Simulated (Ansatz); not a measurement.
Basis-set extrapolation for C$_{2}$H$_{7}$NO, SMILES `NCCO` (PBE0-D4/def2-TZVP geometry, frozen core, the Gaussian-basis code of Ansatz). Multiplicity 1, RHF reference.

```csv
,cc-pV(T+d)Z,cc-pV(Q+d)Z
HF,-209.188142,-209.204288
MP2 correlation,-0.810418,-0.867342
CCSD(T) correlation,-0.873477,-0.925109
```

Energies in hartree. Use E(X) = E(∞) + A·exp(−5.46·√X) for Hartree–Fock and E(X) = E(∞) + B·X^(−3.05) for correlation, with X = 3 and 4.

Question: What is the CCSD(T) energy at the basis-set limit?

Answer: HF limit: -209.204288 + (-0.016146) × 0.30130 = -209.20915. Correlation limit: -0.925109 + (-0.051632) × 0.71189 = -0.96187. Total: -210.17102 hartree, 68.7 kcal/mol below CCSD(T)/cc-pV(T+d)Z.
